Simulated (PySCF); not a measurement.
TDDFT excited states: C5H7Cl

Compound: C5H7Cl.
Atom-mapped SMILES: `[Cl:1][CH2:2][C@@H:3]1[C@H:4]2[CH2:5][C@@H:6]12` (hydrogens: H7, H8 on C2; H9 on C3; H10 on C4; H11, H12 on C5; H13 on C6)

Level of theory: TDDFT B3LYP/def2-SVPD, vertical, gas phase, core orbitals frozen in the response in PySCF. One conformer (not necessarily the lowest) at the GFN2-xTB geometry, without solvent, vibrations or thermal averaging. Torsions of this conformer, `[Cl:1][CH2:2][C@@H:3]1[C@H:4]2[CH2:5][C@@H:6]12`: Cl1–C2–C3–C4 -84°.

Predict the UV-vis stick spectrum at this level.

```json
{"state": "S1", "E (eV)": "6.65", "E (kJ/mol)": "642", "λ (nm)": "186.3", "f": "0.0017", "main configurations (H = HOMO, L = LUMO)": "H→L (98%)"}
{"state": "S2", "E (eV)": "7.07", "E (kJ/mol)": "682", "λ (nm)": "175.4", "f": "0.0069", "main configurations (H = HOMO, L = LUMO)": "H→L+1 (77%), H→L+2 (14%)"}
{"state": "S3", "E (eV)": "7.12", "E (kJ/mol)": "687", "λ (nm)": "174.2", "f": "0.0078", "main configurations (H = HOMO, L = LUMO)": "H-1→L (83%), H-2→L (10%)"}
{"state": "S4", "E (eV)": "7.17", "E (kJ/mol)": "692", "λ (nm)": "172.8", "f": "0.0063", "main configurations (H = HOMO, L = LUMO)": "H-2→L (77%), H-1→L (8%)"}
{"state": "S5", "E (eV)": "7.29", "E (kJ/mol)": "704", "λ (nm)": "170.0", "f": "0.039", "main configurations (H = HOMO, L = LUMO)": "H→L+2 (64%), H→L+3 (24%), H→L+1 (9%)"}
{"state": "S6", "E (eV)": "7.36", "E (kJ/mol)": "710", "λ (nm)": "168.5", "f": "0.034", "main configurations (H = HOMO, L = LUMO)": "H→L+3 (73%), H→L+2 (14%), H→L+1 (10%)"}
{"state": "S7", "E (eV)": "7.52", "E (kJ/mol)": "726", "λ (nm)": "164.8", "f": "0.027", "main configurations (H = HOMO, L = LUMO)": "H→L+4 (98%)"}
{"state": "S8", "E (eV)": "7.82", "E (kJ/mol)": "754", "λ (nm)": "158.6", "f": "0.016", "main configurations (H = HOMO, L = LUMO)": "H-1→L+1 (73%), H-2→L+1 (10%), H-1→L+2 (8%)"}
```

Triplets (Tamm–Dancoff): T1 6.33 eV, H→L (64%), H-2→L (16%); T2 6.50 eV, H-1→L (77%), H-2→L (10%); T3 6.57 eV, H-2→L (62%), H-1→L (8%), H→L (8%).

The lowest singlet comes at 186 nm (642 kJ/mol) in the vacuum ultraviolet; it is very weak; its leading configuration is HOMO→LUMO (98%). The most intense listed level is S5 at 7.29 eV (170 nm, f = 0.039), 0.64 eV above S1. Löwdin shares by element: HOMO carbon 80% or more (atoms not listed hold the other 20%); LUMO chlorine 46%, carbon 22% or more, hydrogen 13% or more (atoms not listed hold the other 19%). Of the 8 states listed, 4 reach f = 0.01 and none stays under 0.0005. The oscillator strengths of these states sum to 0.139; summed over the whole spectrum of an exact calculation they would give the number of electrons, 54 (Thomas–Reiche–Kuhn). Orbital energies (eV): HOMO-3 -8.73, HOMO-2 -8.17, HOMO-1 -8.11, HOMO -7.31, LUMO 0.21, LUMO+1 0.67, LUMO+2 0.88. Only the lowest 8 singlets were computed, as vertical energies without vibronic structure.

The run took 18 s of wall time on an AMD EPYC 7R13 with one thread, shared host with 128 logical CPUs at a one-minute load of 56, and the process peaked at 0.78 GiB of memory.
